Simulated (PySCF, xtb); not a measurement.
methanidylidynesulfanium (CS), SMILES [C-]#[S+].

Geometry: B3LYP-D3(BJ)/def2-TZVPD.

The numbers are results of C-PCM-PBE0/def2-TZVPD (PySCF), not measurements.

The values are the electrostatic part of the solvation free energy, E(continuum) − E(gas) at the gas-phase geometry, in a cavity of scaled van der Waals radii (PySCF's table); cavitation and dispersion terms are not included. In vacuum the orbital gap is 6.52 eV. The dipole moment in vacuum is 1.95 D.

### Question
Estimate the values in water (ε = 78.36), toluene (ε = 2.37), chloroform (ε = 4.71). (The exact figures need the calculation; the answer reports its results.)

### Answer

| solvent | ε | ΔG(elec) (kcal/mol) | dipole (D) | gap (eV) |
|---|---|---|---|---|
| water | 78.36 | -2.0 | 2.66 | 6.67 |
| toluene | 2.37 | -1.1 | 2.31 | 6.60 |
| chloroform | 4.71 | -1.5 | 2.47 | 6.64 |

For comparison, GFN2-xTB/ALPB(water) (xtb, at the GFN2-xTB geometry, all terms of that model) gives 1.6 kcal/mol.
